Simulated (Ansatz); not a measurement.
Take MgO in the rock salt structure (space group Fm-3m, No. 225; a = 4.214 Å) as the base.

Level of theory: PBEsol (Ansatz, a first-principles code, PAW, no spin-orbit coupling).

```json
[
 {"level": "PBEsol", "band gap": "4.62 eV", "lattice parameter a": "4.214 Å"}
]
```

Measured: band gap 8.36 eV (static lattice; corrected from measurement; as listed in Wei Chen et al., Physical Review Materials (2018)); lattice parameter a 4.189 Å (static lattice; corrected from measurement; as listed in Daniel Mejia-Rodriguez, S. B. Trickey, Phys. Rev. B (2018)).

Computed minus measured — band gap: PBEsol -3.74 eV; lattice parameter a: PBEsol +0.6 %. A measured gap can be an optical one, lowered by exciton binding.

Whether these cells are dynamically stable was not tested.
